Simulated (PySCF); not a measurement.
**CH₅BO: a tour of settings**

Aim: see how CH₅BO (`BOC`) answers to the choice of functional, basis, grid and SCF options.

The runs use PySCF 2.14.0, with density-fitted response routines of our own; the level of theory stands in each step. All values are computed, except where a source is named. Atoms are numbered from 0 throughout.

## (1) The starting structure

8 atoms, charge 0, multiplicity 1; geometry from: GFN2-xTB.

Bonds of the start (Å): B0–O1 1.32, O1–C2 1.40, B0–H3 1.18, B0–H4 1.17, C2–H5 1.09, C2–H6 1.09, C2–H7 1.09.

## (2) Shielding tensors: PBE0/pcSseg-1

Job settings and geometry (Å):

```
{"job": {"kind": "nmr", "xc": "PBE0", "basis": "pcSseg-1"}, "charge": 0, "multiplicity": 1}
B      1.325739    -0.161484     0.225488
O      0.206409     0.499803     0.455938
C     -1.041987     0.184885    -0.105120
H      1.373560    -1.099386    -0.492814
H      2.273646     0.243594     0.781212
H     -1.399805     1.049009    -0.670288
H     -0.982722    -0.683114    -0.767771
H     -1.745782    -0.023895     0.704270
```

Level: GIAO PBE0/pcSseg-1 NMR shielding, non-relativistic, gas phase.

On the command line:

```sh
OMP_NUM_THREADS=1 python probes_run.py task.json out
```

The driver reads the jobs from task.json and runs them one after another.

Standard output:

```text
coarse grid: 6360 points
cycle   1  E = -140.9416803795  dE =  1.838e-01  |g| = 5.066e-01  |ddm| = 2.179e+00
cycle   2  E = -140.8640894487  dE =  7.759e-02  |g| = 8.278e-01  |ddm| = 1.010e+00
cycle   3  E = -140.9883717676  dE = -1.243e-01  |g| = 6.033e-02  |ddm| = 6.871e-01
cycle   4  E = -140.9891406000  dE = -7.688e-04  |g| = 1.241e-02  |ddm| = 4.817e-02
cycle   5  E = -140.9891803362  dE = -3.974e-05  |g| = 3.095e-03  |ddm| = 1.305e-02
cycle   6  E = -140.9891823891  dE = -2.053e-06  |g| = 8.676e-04  |ddm| = 2.548e-03
final grid: 60488 points
cycle   7  E = -141.0167165172  dE = -1.900e-05  |g| = 8.382e-03  |ddm| = 1.464e-02
cycle   8  E = -141.0167012548  dE =  1.526e-05  |g| = 1.280e-02  |ddm| = 1.056e-02
cycle   9  E = -141.0167292030  dE = -2.795e-05  |g| = 1.040e-03  |ddm| = 7.281e-03
cycle  10  E = -141.0167294628  dE = -2.598e-07  |g| = 1.387e-04  |ddm| = 1.010e-03
cycle  11  E = -141.0167294670  dE = -4.167e-09  |g| = 4.365e-05  |ddm| = 1.268e-04
cycle  12  E = -141.0167294675  dE = -4.824e-10  |g| = 9.154e-06  |ddm| = 4.022e-05
converged SCF energy = -141.0167294675

GIAO shielding tensors (ppm)
atom      isotropic    diamagn.    paramagn.     s11        s22        s33       span
  0 B       55.152     195.813    -140.661     25.018     42.454     97.984     72.966
  1 O      128.551     392.961    -264.409   -106.452    118.794    373.311    479.763
  2 C      122.247     244.766    -122.520     85.792     99.406    181.542     95.749
  3 H       26.564      30.998      -4.433     25.248     27.192     27.253      2.005
  4 H       26.861      30.468      -3.607     26.380     26.563     27.639      1.259
  5 H       27.274      28.460      -1.186     24.110     25.605     32.106      7.996
  6 H       27.687      29.645      -1.959     25.801     26.132     31.127      5.326
  7 H       27.274      28.445      -1.171     24.106     25.605     32.111      8.005
```

Run time: 2.8 s. Hardware: 1 thread of Arm Neoverse V2, shared host.

The references, computed at this level on geometries of the same kind, shield at (ppm): 1H TMS 31.72, 13C TMS 186.9, 17O H2O 336.1, 11B BF3·OEt2 100.1. Their shielding less the atom's gives the shift. The references are single molecules in the gas phase, so shifts against H2O, NH3, PH3, H3PO4 or CFCl3 are not on the usual liquid scales and can be off by tens of ppm. Atoms listed in one row are averaged.

```
     atoms                              environment  σ (ppm)  δ (ppm)  δ scaled to CDCl3
        C2                methyl carbon bonded to O    122.2     64.7               61.2
    H3, H4          hydrogen on a boron bonded to O    26.71     5.00                  –
H5, H6, H7  hydrogen on a methyl carbon bonded to O    27.41     4.31               4.16
        B0                   boron bonded to O, 2 H     55.2     44.9                  –
        O1                    oxygen bonded to C, B    128.6    207.5                  –
```

The scaled column applies a straight-line fit of computed shieldings to shifts measured in CDCl3 (root-mean-square error 0.16 ppm for H, 1.9 ppm for C).

The run also stored atomic charges by several schemes (e):

```
atoms  Mulliken    IAO  Hirshfeld  ESP fit
   B0      0.27   0.13       0.15     0.52
   O1     -0.46  -0.34      -0.15    -0.36
   C2     -0.02  -0.20      -0.02    -0.07
```

Mayer bond orders: B0–O1 1.31, O1–C2 0.88.

## (3) Excited states and response: PBE0/def2-SVPD

The job, as its differences from that of step 2:

```diff
@@ -1,2 +1,2 @@
-{"job": {"kind": "nmr", "xc": "PBE0", "basis": "pcSseg-1"}, "charge": 0, "multiplicity": 1}
+{"job": {"kind": "uv", "xc": "PBE0", "basis": "def2-SVPD", "nstates": 6, "ntriplets": 2}, "charge": 0, "multiplicity": 1}
 B      1.325739    -0.161484     0.225488
```

With the program's defaults for keys left out, this is: TDDFT PBE0/def2-SVPD, vertical, gas phase, core orbitals frozen in the response.

Standard output:

```text
coarse grid: 6360 points
cycle   1  E = -140.8620692538  dE =  1.610e-01  |g| = 4.800e-01  |ddm| = 3.331e+00
cycle   2  E = -140.7850668505  dE =  7.700e-02  |g| = 7.995e-01  |ddm| = 1.009e+00
cycle   3  E = -140.9067658680  dE = -1.217e-01  |g| = 5.260e-02  |ddm| = 5.806e-01
cycle   4  E = -140.9073676593  dE = -6.018e-04  |g| = 1.210e-02  |ddm| = 8.005e-02
cycle   5  E = -140.9074060048  dE = -3.835e-05  |g| = 3.096e-03  |ddm| = 2.455e-02
cycle   6  E = -140.9074082156  dE = -2.211e-06  |g| = 7.912e-04  |ddm| = 4.039e-03
final grid: 60488 points
cycle   7  E = -140.9345413285  dE = -1.946e-05  |g| = 7.551e-03  |ddm| = 4.622e-02
cycle   8  E = -140.9345283560  dE =  1.297e-05  |g| = 1.150e-02  |ddm| = 1.545e-02
cycle   9  E = -140.9345524510  dE = -2.409e-05  |g| = 9.895e-04  |ddm| = 8.514e-03
cycle  10  E = -140.9345526973  dE = -2.463e-07  |g| = 1.420e-04  |ddm| = 1.231e-03
cycle  11  E = -140.9345527016  dE = -4.328e-09  |g| = 4.334e-05  |ddm| = 2.268e-04
cycle  12  E = -140.9345527021  dE = -4.878e-10  |g| = 9.530e-06  |ddm| = 6.690e-05
converged SCF energy = -140.9345527021

Static polarisability (au): isotropic 32.915, principal 26.986 31.282 40.476

Singlet excitations
state   eV       nm        f      main configurations
  1   6.3348    195.7   0.00002   H->L 0.99
  2   8.0846    153.4   0.04783   H->L+1 0.93
  3   8.2056    151.1   0.12934   H-1->L 0.83, H-2->L 0.12
  4   8.2070    151.1   0.01948   H-2->L 0.86, H-1->L 0.11
  5   8.8674    139.8   0.00590   H-1->L+1 0.97
  6   8.9601    138.4   0.01279   H->L+2 0.95

Triplet excitations (Tamm-Dancoff, eV): 5.6936 6.6406
```

Run time: 2.9 s. Hardware: 1 thread of Arm Neoverse V2, shared host; peak memory 0.44 GiB.

The orbitals next to the gap, with their largest atomic shares:

```
orbital      eV                      atoms
 HOMO−3  -12.06  B0 36 %, H3 22 %, H4 17 %
 HOMO−2  -10.25  O1 24 %, C2 24 %, B0 18 %
 HOMO−1   -9.47  O1 50 %, C2 20 %, B0 10 %
   HOMO   -8.53  O1 33 %, B0 28 %, H3 16 %
   LUMO   -0.28  B0 47 %, O1 26 %, H3 13 %
 LUMO+1    0.70   B0 42 %, C2 23 %, H5 8 %
 LUMO+2    1.50  B0 32 %, C2 20 %, H5 12 %
```

With each of the 6 states as a Gaussian band of 0.4 eV half-width at 1/e, the curve within the window shown has maxima at 152 nm (ε 7,800) L/(mol cm). Beyond the last state computed it falls off for lack of states. The curve at chosen wavelengths:

nm, ε (L/mol/cm) and a bar:
```
      134        392 ##
      137        749 ###
      141       1415 ######
      144       2838 ###########
      147       5319 #####################
      150       7474 ##############################
      154       7178 #############################
      157       4968 ####################
      160       2665 ###########
      164        821 ###
      167        271 #
      170         75 
      173         18 
      177          2 
      180          1 
      183          0 
      186          0 
      190          1 
      193          1 
      196          1 
      200          1 
      203          1 
      206          0 
      209          0 
      213          0 
      216          0
```

Further results of this job:

```
           property  computed
  dipole moment (D)      1.74
polarisability (Å³)      4.88
 HOMO–LUMO gap (eV)      8.26
      −ε(HOMO) (eV)      8.53
```

## (4) Shielding tensors: PW91/pcSseg-1

The job, as its differences from that of step 3:

```diff
@@ -1,2 +1,2 @@
-{"job": {"kind": "uv", "xc": "PBE0", "basis": "def2-SVPD", "nstates": 6, "ntriplets": 2}, "charge": 0, "multiplicity": 1}
+{"job": {"kind": "nmr", "xc": "PW91", "basis": "pcSseg-1", "pop": true, "grid": 4}, "charge": 0, "multiplicity": 1}
 B      1.325739    -0.161484     0.225488
```

Method: GIAO PW91/pcSseg-1 NMR shielding, non-relativistic, gas phase.

Standard output:

```text
coarse grid: 6360 points
cycle   1  E = -141.0115015587  dE =  1.533e-01  |g| = 6.219e-01  |ddm| = 2.232e+00
cycle   2  E = -140.6757378473  dE =  3.358e-01  |g| = 1.432e+00  |ddm| = 2.058e+00
cycle   3  E = -141.0802576802  dE = -4.045e-01  |g| = 1.670e-01  |ddm| = 1.656e+00
cycle   4  E = -141.0870374043  dE = -6.780e-03  |g| = 3.723e-02  |ddm| = 1.546e-01
cycle   5  E = -141.0874230328  dE = -3.856e-04  |g| = 1.016e-02  |ddm| = 5.223e-02
cycle   6  E = -141.0874465515  dE = -2.352e-05  |g| = 3.881e-03  |ddm| = 1.129e-02
cycle   7  E = -141.0874498588  dE = -3.307e-06  |g| = 7.000e-04  |ddm| = 2.915e-03
final grid: 163512 points
cycle   8  E = -141.1257121111  dE = -2.395e-05  |g| = 1.110e-02  |ddm| = 1.970e-02
cycle   9  E = -141.1256433959  dE =  6.872e-05  |g| = 2.261e-02  |ddm| = 1.795e-02
cycle  10  E = -141.1257343173  dE = -9.092e-05  |g| = 2.865e-03  |ddm| = 1.386e-02
cycle  11  E = -141.1257362452  dE = -1.928e-06  |g| = 3.458e-04  |ddm| = 2.986e-03
cycle  12  E = -141.1257362740  dE = -2.878e-08  |g| = 9.666e-05  |ddm| = 3.418e-04
cycle  13  E = -141.1257362766  dE = -2.617e-09  |g| = 9.443e-06  |ddm| = 8.946e-05
cycle  14  E = -141.1257362767  dE = -2.171e-11  |g| = 1.593e-06  |ddm| = 1.189e-05
converged SCF energy = -141.1257362767

GIAO shielding tensors (ppm)
atom      isotropic    diamagn.    paramagn.     s11        s22        s33       span
  0 B       50.173     196.642    -146.468     19.805     37.902     92.813     73.008
  1 O      104.296     392.893    -288.597   -140.877     92.057    361.708    502.585
  2 C      114.434     244.769    -130.335     75.672     90.650    176.980    101.307
  3 H       26.359      31.079      -4.720     24.957     26.895     27.224      2.267
  4 H       26.721      30.481      -3.760     26.382     26.563     27.219      0.836
  5 H       27.107      28.517      -1.409     24.136     25.475     31.711      7.575
  6 H       27.547      29.654      -2.107     25.853     26.060     30.729      4.876
  7 H       27.107      28.500      -1.392     24.132     25.473     31.717      7.585
```

Wall time 5.9 s (1 thread of Arm Neoverse V2, shared host); peak memory 0.47 GiB.

Key values: δ C2 67.0, B0 43.8, O1 231.8, H3 5.11, H5 4.40 ppm (means over like atoms).

## (5) Shielding tensors: OLYP/def2-SVP

The job, as its differences from that of step 4:

```diff
@@ -1,2 +1,2 @@
-{"job": {"kind": "nmr", "xc": "PW91", "basis": "pcSseg-1", "pop": true, "grid": 4}, "charge": 0, "multiplicity": 1}
+{"job": {"kind": "nmr", "xc": "OLYP", "basis": "def2-SVP", "pop": false, "scf": {"aux": "def2-qzvpp-jkfit"}, "grid": 4}, "charge": 0, "multiplicity": 1}
 B      1.325739    -0.161484     0.225488
```

Method: GIAO OLYP/def2-SVP NMR shielding, non-relativistic, gas phase.

Standard output:

```text
final grid: 163512 points
cycle   1  E = -140.9675362561  dE =  1.289e-01  |g| = 5.784e-01  |ddm| = 2.710e+00
cycle   2  E = -140.6653247062  dE =  3.022e-01  |g| = 1.332e+00  |ddm| = 2.032e+00
cycle   3  E = -141.0338461132  dE = -3.685e-01  |g| = 1.294e-01  |ddm| = 1.549e+00
cycle   4  E = -141.0384239526  dE = -4.578e-03  |g| = 3.020e-02  |ddm| = 1.696e-01
cycle   5  E = -141.0386977154  dE = -2.738e-04  |g| = 6.598e-03  |ddm| = 4.763e-02
cycle   6  E = -141.0387103728  dE = -1.266e-05  |g| = 8.576e-04  |ddm| = 8.719e-03
cycle   7  E = -141.0387105372  dE = -1.643e-07  |g| = 1.885e-04  |ddm| = 8.978e-04
cycle   8  E = -141.0387105443  dE = -7.122e-09  |g| = 8.261e-05  |ddm| = 2.415e-04
cycle   9  E = -141.0387105460  dE = -1.711e-09  |g| = 1.109e-05  |ddm| = 8.007e-05
cycle  10  E = -141.0387105460  dE = -3.564e-11  |g| = 1.804e-06  |ddm| = 1.625e-05
converged SCF energy = -141.0387105460

GIAO shielding tensors (ppm)
atom      isotropic    diamagn.    paramagn.     s11        s22        s33       span
  0 B       70.036     200.658    -130.622     43.107     58.941    108.059     64.953
  1 O      136.173     383.434    -247.261    -81.071    119.593    369.998    451.070
  2 C      130.470     242.132    -111.662     95.201    109.527    186.682     91.481
  3 H       26.428      32.287      -5.860     25.329     26.800     27.153      1.824
  4 H       26.913      31.334      -4.420     26.575     26.616     27.549      0.975
  5 H       27.510      28.684      -1.174     24.600     25.962     31.968      7.367
  6 H       27.780      30.078      -2.299     26.003     26.216     31.119      5.116
  7 H       27.510      28.661      -1.151     24.597     25.959     31.974      7.377
```

Run time: 4 s. Hardware: 1 thread of Arm Neoverse V2, shared host; peak memory 0.47 GiB.

Key values: σ C2 130.5, B0 70.0, O1 136.2, H3 26.67, H5 27.60 ppm (means over like atoms).

## (6) NMR shieldings: M06-2X/IGLO-II

The job, as its differences from that of step 5:

```diff
@@ -1,2 +1,2 @@
-{"job": {"kind": "nmr", "xc": "OLYP", "basis": "def2-SVP", "pop": false, "scf": {"aux": "def2-qzvpp-jkfit"}, "grid": 4}, "charge": 0, "multiplicity": 1}
+{"job": {"kind": "nmr", "xc": "M06-2X", "basis": "IGLO-II", "pop": true, "gauge": [10, 10, 10], "scf": {"max_cycle": 52}}, "charge": 0, "multiplicity": 1}
 B      1.325739    -0.161484     0.225488
```

Level: common gauge origin M06-2X/IGLO-II NMR shielding, non-relativistic, gas phase.

Standard output:

```text
final grid: 60488 points
cycle   1  E = -141.1360165646  dE =  2.771e-01  |g| = 4.964e-01  |ddm| = 1.868e+00
cycle   2  E = -141.1162617183  dE =  1.975e-02  |g| = 6.274e-01  |ddm| = 5.911e-01
cycle   3  E = -141.1813786873  dE = -6.512e-02  |g| = 3.847e-02  |ddm| = 3.456e-01
cycle   4  E = -141.1816626153  dE = -2.839e-04  |g| = 1.171e-02  |ddm| = 2.810e-02
cycle   5  E = -141.1816914550  dE = -2.884e-05  |g| = 3.801e-03  |ddm| = 1.033e-02
cycle   6  E = -141.1816948547  dE = -3.400e-06  |g| = 4.681e-04  |ddm| = 2.434e-03
cycle   7  E = -141.1816949298  dE = -7.517e-08  |g| = 1.181e-04  |ddm| = 7.051e-04
cycle   8  E = -141.1816949342  dE = -4.399e-09  |g| = 3.028e-05  |ddm| = 1.464e-04
cycle   9  E = -141.1816949346  dE = -3.391e-10  |g| = 7.449e-06  |ddm| = 4.726e-05
converged SCF energy = -141.1816949346

GIAO shielding tensors (ppm)
atom      isotropic    diamagn.    paramagn.     s11        s22        s33       span
  0 B       82.307     433.217    -350.910    -35.123    135.205    146.840    181.963
  1 O        1.845     925.982    -924.137   -411.543     13.038    404.041    815.584
  2 C       47.940    -220.988     268.928    -30.348    -18.247    192.414    222.763
  3 H       -9.900    -502.221     492.320    -90.660     -2.150     63.108    153.768
  4 H       89.496     826.244    -736.748     12.405     96.397    159.687    147.282
  5 H       -3.759    -227.014     223.254    -73.870    -20.825     83.417    157.288
  6 H      -57.091   -1043.495     986.404   -131.715    -76.358     36.799    168.514
  7 H       -5.568    -254.108     248.540    -75.447    -23.255     81.998    157.444
```

Wall time 3.5 s (1 thread of Arm Neoverse V2, shared host); peak memory 0.41 GiB.

The run ended normally, but its values are not to be used for the molecule: a common gauge origin replaces GIAOs, so the shieldings depend on where the origin lies. Its shieldings differ from those of step 2 (PBE0/pcSseg-1) by up to 127 ppm (O1).

## (7) Side by side: NMR shifts

Shifts (ppm), means over like atoms, with basis size and wall time:

```
          run    C2    H3    H5     O1  functions   time
PBE0/pcSseg-1  64.7  5.00  4.31  207.5         76  2.8 s
PW91/pcSseg-1  67.0  5.11  4.40  231.8         76  5.9 s
OLYP/def2-SVP  61.5  5.15  4.22  205.9         67    4 s
```

## (8) Results

| quantity | value |
| --- | --- |
| 13C shifts against TMS (PBE0/pcSseg-1) | 64.7 ppm |
| 1H shifts against TMS (PBE0/pcSseg-1, means over atoms taken as alike) | 5.00, 4.31 ppm |
| 11B shifts against BF3·OEt2 (PBE0/pcSseg-1) | 44.9 ppm |
| 17O shifts against H2O (PBE0/pcSseg-1) | 207.5 ppm |
| lowest singlet (PBE0/def2-SVPD) | 6.33 eV (196 nm), f = 0.000 |
| brightest single state of those computed | state 3, 8.21 eV, f = 0.129 |
| lowest triplet | 5.69 eV |
| range of the shift of O1 | 205.9 to 231.8 ppm |
| property runs in this session | 5, of which 0 failed and 1 gave unsound results |

Single values in the summary come from the first sound run of each kind (PBE0/pcSseg-1; PBE0/def2-SVPD), which need not be the best level. At PBE0/pcSseg-1: Shielding is most anisotropic at O1 (span 480 ppm, paramagnetic term -264 ppm). The lowest singlet, at 6.33 eV, is HOMO→LUMO 0.99 and is dark; of the 6 states computed, the strongest absorption comes from states 3 to 4 together at 8.21 eV. The lowest triplet lies 0.64 eV below the lowest singlet (triplets in Tamm-Dancoff, singlets in full TDDFT). Among the atoms with a shift in every run: In ppm, O1 moves most: its shift spreads over 25.9 ppm, from 205.9 (OLYP/def2-SVP) to 231.8 (PW91/pcSseg-1).
